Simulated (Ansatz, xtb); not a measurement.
Isomers of C2H6FO+ in order of energy

3 gas-phase structures of C2H6FO+, found in a search over its isomers (lower ones may exist). Each was relaxed with GFN2-xTB; where two conformers were screened, the lower at r2SCAN-D4/def2-SVP is listed:

A. `C[OH+]CF`, a singlet
B. `C[C@H]([OH2+])F`, a singlet
C. `[OH2+]CCF`, a singlet

Q: Make a reasoned guess at their ranking by r2SCAN-D4/def2-SVP single-point energy.

A: Calculated order at r2SCAN-D4/def2-SVP: B (0.0), C (37.5), A (60.9) kJ/mol.

Energies above the lowest of each column, in kJ/mol; the last columns are at PBE0-D3(BJ)/def2-SVP geometries:

```csv
structure,GFN2-xTB,HF/STO-3G,r2SCAN-D4/def2-SVP,PBE0-D3(BJ)/def2-SVP,CCSD(T)/def2-TZVP
B,0.0,0.0,0.0,0.0,0.0
C,11.2,39.7,37.5,32.8,30.0
A,25.7,15.8,60.9,54.7,45.7
```

Every level run on B puts it lowest or level with the lowest. Flexible structures stand in one conformer each, not always the lowest.

Programs: Ansatz 0.2.0, xtb 6.7.1.
